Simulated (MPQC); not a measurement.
# One shape, several levels: CHF2 (difluoromethyl radical)

Aim: a comparison of 6 runs (UHF/STO-3G, UHF/3-21G, UHF/def2-SVP, UBLYP/3-21G, UB3LYP/6-31G**, UPBE0/def2-SVP) of CHF2 (difluoromethyl radical). 

The calculation is run with MPQC 2.3.1.

## Step 1: The structure to begin with

CHF2 has 4 atoms, charge 0, and is taken as a doublet. As SMILES, `F[CH]F`. Geometry: relaxed at PBE0-D4/def2-TZVP.

Bond lengths: F1–C2 1.321 Å, C2–F3 1.321 Å, C2–H4 1.090 Å. Angles: F1–C2–F3 111.3°, F1–C2–H4 114.3°, F3–C2–H4 114.3°.

## Step 2: Energy and gradient at UHF/STO-3G (run 1)

input.in reads:

```
% emacs should use -*- KeyVal -*- mode
molecule<Molecule>: (
  symmetry = c1
  unit = angstrom
  { atoms geometry } = {
    F  [ -1.208200 0.264600 -0.141700 ]
    C  [ 0.038600 0.063400 0.244400 ]
    F  [ 0.433100 -1.166800 -0.029600 ]
    H  [ 0.736500 0.838700 -0.073100 ]
  }
)
basis<GaussianBasisSet>: (
  name = "STO-3G"
  molecule = $:molecule
  basisdir = "."
  puream = yes
)
mpqc: (
  checkpoint = no
  savestate = no
  restart = no
  do_energy = yes
  do_gradient = yes
  optimize = no
  mole<UHF>: (
    molecule = $:molecule
    basis = $:basis
    total_charge = 0
    multiplicity = 2
    memory = 1000000000
    print_evals = yes
    print_npa = yes
    maxiter = 120
    value_accuracy = 1e-08
    guess_wavefunction<UHF>: (
      molecule = $:molecule
      total_charge = 0
      multiplicity = 2
      memory = 1000000000
      value_accuracy = 1e-3
      basis<GaussianBasisSet>: (
        name = "STO-3G"
        molecule = $:molecule
      )
    )
  )
)
```

The basis set STO-3G is read from a file made from the Basis Set Exchange's data (not shown).

Run with:

```bash
mpqc input.in > input.out
```

The log of the run:

```text
MPQC: Massively Parallel Quantum Chemistry
[...]
  <S^2>      = 0.754944
  total scf energy = -234.0013091528
[...]
Value of the MolecularEnergy: -234.0013091528
  Gradient of the MolecularEnergy:
      1    0.0394684664
      2   -0.0090962805
      3    0.0083277588
      4   -0.0151906246
      5   -0.0184464329
      6   -0.0134924329
      7   -0.0148722198
      8    0.0382948537
      9    0.0046106370
     10   -0.0094056221
     11   -0.0107521402
     12    0.0005540371
[...]
      symmetry = c1
[...]
      nbasis = 16
[...]
    nalpha = 13
    nbeta = 12
[...]
```

Wall time 0.14 s (1 thread of Arm Neoverse V1, shared host).

## Step 3: Energy and forces at UHF/3-21G (run 2)

mol.in reads:

```
molecule<Molecule>: (
  symmetry = c1
  unit = bohr
  { atoms geometry } = {
    F  [ -2.28316710   0.50002153  -0.26777419 ]
    C  [ 0.07294343   0.11980864   0.46184906 ]
    F  [ 0.81844038  -2.20493244  -0.05593589 ]
    H  [ 1.39178329   1.58491330  -0.13813898 ]
  }
)
basis<GaussianBasisSet>: (
  name = "3-21G"
  molecule = $:molecule
  basisdir = "."
  puream = yes
)
mpqc: (
  checkpoint = no
  savestate = no
  restart = no
  do_energy = yes
  do_gradient = yes
  optimize = no
  mole<UHF>: (
    molecule = $:molecule
    basis = $:basis
    total_charge = 0
    multiplicity = 2
    memory = 1000000000
    print_evals = yes
    print_npa = yes
    maxiter = 120
    value_accuracy = 1e-08
    guess_wavefunction<UHF>: (
      molecule = $:molecule
      total_charge = 0
      multiplicity = 2
      memory = 1000000000
      value_accuracy = 1e-3
      basis<GaussianBasisSet>: (
        name = "STO-2G"
        molecule = $:molecule
      )
    )
  )
)
```

The basis set 3-21G is read from a file made from the Basis Set Exchange's data (not shown).

Run with:

```bash
mpqc mol.in > mol.out
```

The log of the run:

```text
MPQC: Massively Parallel Quantum Chemistry
[...]
  <S^2>      = 0.754700
  total scf energy = -235.9775194066
[...]
Value of the MolecularEnergy: -235.9775194066
  Gradient of the MolecularEnergy:
      1    0.0271622058
      2   -0.0061965619
      3    0.0057621166
      4   -0.0252778526
      5   -0.0291682114
      6   -0.0026467619
      7   -0.0101737079
      8    0.0263661215
      9    0.0032076329
     10    0.0082893547
     11    0.0089986517
     12   -0.0063229876
[...]
      symmetry = c1
[...]
      nbasis = 29
[...]
    nalpha = 13
    nbeta = 12
[...]
```

It took 0.39 s on 1 thread of Arm Neoverse V1, shared host.

## Step 4: Energy and forces at UHF/def2-SVP (run 3)

mol.in reads:

```
% CHF2
molecule<Molecule>: (
   symmetry = c1
   unit = angstrom
   { atoms geometry } = {
      F  [ -1.208200 0.264600 -0.141700 ]
      C  [ 0.038600 0.063400 0.244400 ]
      F  [ 0.433100 -1.166800 -0.029600 ]
      H  [ 0.736500 0.838700 -0.073100 ]
   }
)
basis<GaussianBasisSet>: (
   name = "def2-SVP"
   molecule = $:molecule
   basisdir = "."
   puream = yes
)
mpqc: (
   checkpoint = no
   savestate = no
   restart = no
   do_energy = yes
   do_gradient = yes
   optimize = no
   mole<UHF>: (
      molecule = $:molecule
      basis = $:basis
      total_charge = 0
      multiplicity = 2
      memory = 1000000000
      print_evals = yes
      print_npa = yes
      maxiter = 120
      value_accuracy = 1e-08
      guess_wavefunction<UHF>: (
         molecule = $:molecule
         total_charge = 0
         multiplicity = 2
         memory = 1000000000
         value_accuracy = 1e-3
         basis<GaussianBasisSet>: (
            name = "MINI (Huzinaga)"
            molecule = $:molecule
         )
      )
   )
)
```

The basis set def2-SVP is read from a file made from the Basis Set Exchange's data (not shown).

Run with:

```bash
mpqc mol.in > mol.out
```

The log of the run:

```text
MPQC: Massively Parallel Quantum Chemistry
[...]
  <S^2>      = 0.755414
  total scf energy = -237.0762651415
[...]
Value of the MolecularEnergy: -237.0762651415
  Gradient of the MolecularEnergy:
      1   -0.0157807363
      2    0.0030057754
      3   -0.0040338580
      4    0.0070918923
      5    0.0087194198
      6    0.0072538509
      7    0.0053871268
      8   -0.0154519058
      9   -0.0025919404
     10    0.0033017172
     11    0.0037267107
     12   -0.0006280525
[...]
      symmetry = c1
[...]
      nbasis = 47
[...]
    nalpha = 13
    nbeta = 12
[...]
```

Run time: 1.8 s. Hardware: 1 thread of Arm Neoverse V1, shared host; peak memory 0.1 GiB.

Runs 4 to 5 aren't shown in full; the table further down has their settings and results.

## Step 5: Energy and forces at UPBE0/def2-SVP (run 6)

mol.in: that of step 4 with these lines changed.

```diff
@@ -5,6 +5,6 @@
    { atoms geometry } = {
-      F  [ -1.208200 0.264600 -0.141700 ]
-      C  [ 0.038600 0.063400 0.244400 ]
-      F  [ 0.433100 -1.166800 -0.029600 ]
-      H  [ 0.736500 0.838700 -0.073100 ]
+      F  [ -1.208200     0.264600    -0.141700 ]
+      C  [ 0.038600     0.063400     0.244400 ]
+      F  [ 0.433100    -1.166800    -0.029600 ]
+      H  [ 0.736500     0.838700    -0.073100 ]
    }
@@ -24,3 +24,3 @@
    optimize = no
-   mole<UHF>: (
+   mole<UKS>: (
       molecule = $:molecule
@@ -34,2 +34,8 @@
       value_accuracy = 1e-08
+      functional<SumDenFunctional>: (
+         a0 = 0.25
+         coefs = [ 0.75 1 ]
+         funcs: [ <PBEXFunctional>: () <PBECFunctional>: () ]
+      )
+      integrator<RadialAngularIntegrator>: ( grid = xfine )
       guess_wavefunction<UHF>: (
```

The basis set def2-SVP is read from a file made from the Basis Set Exchange's data (not shown).

Run with:

```bash
mpqc mol.in > mol.out
```

The log of the run:

```text
MPQC: Massively Parallel Quantum Chemistry
[...]
  Integrated electron density error = -0.002069947893
  iter     1 energy = -237.5937662289 delta = 1.51164e-01
  Integrated electron density error = -0.002358776814
  iter     2 energy = -237.8560986732 delta = 2.54893e-02
[...]
  Integrated electron density error = -0.000001380866
  iter    22 energy = -237.8976893752 delta = 6.66868e-08
  Integrated electron density error = -0.000001380866
  iter    23 energy = -237.8976893752 delta = 4.14767e-08
  Integrated electron density error = -0.000001380866
  iter    24 energy = -237.8976893752 delta = 1.68294e-08
[...]
  <S^2>      = 0.752126
  total scf energy = -237.8976893752
[...]
  Integrated electron density error = -0.000001381139
  Total Gradient:
[...]
Value of the MolecularEnergy: -237.8976893752
  Gradient of the MolecularEnergy:
      1   -0.0027907155
      2   -0.0005110084
      3   -0.0014870936
      4    0.0073574180
      5    0.0085282948
      6    0.0010942333
      7   -0.0000174319
      8   -0.0029255603
      9   -0.0013023826
     10   -0.0045492706
     11   -0.0050917261
     12    0.0016952428
[...]
        symmetry = c1
[...]
        nbasis = 47
[...]
      nalpha = 13
      nbeta = 12
[...]
```

It took 32 s on 1 thread of Arm Neoverse V1, shared host; peak memory 0.11 GiB.

## Step 6: All runs side by side

```csv
run,level,starting guess,integration grid,energy (Eh),⟨S²⟩,largest force (eV/Å),wall time
1,UHF/STO-3G,STO-3G,–,-234.001309,0.755,2.126,0.14 s
2,UHF/3-21G,STO-2G,–,-235.977519,0.755,1.989,0.39 s
3,UHF/def2-SVP,MINI (Huzinaga),–,-237.076265,0.755,0.852,1.8 s
4,UBLYP/3-21G,MINI (Huzinaga),xfine,-236.967430,0.751,2.938,9.9 s
5,UB3LYP/6-31G** (spherical functions),MINI (Huzinaga),xfine,-238.303999,0.752,0.647,29 s
6,UPBE0/def2-SVP,MINI (Huzinaga),xfine,-237.897689,0.752,0.582,32 s
```

## Step 7: Outcome

| quantity | value |
| --- | --- |
| run 6: total energy | -237.89769 Eh |
| run 6: ⟨S²⟩ | 0.752 |
| run 6: largest force on an atom | 0.582 eV/Å |

Totals of different functionals can't be ranked against each other. In run 1 the basis is minimal, so the values are rough. All runs together took 74 s, the longest 32 s.
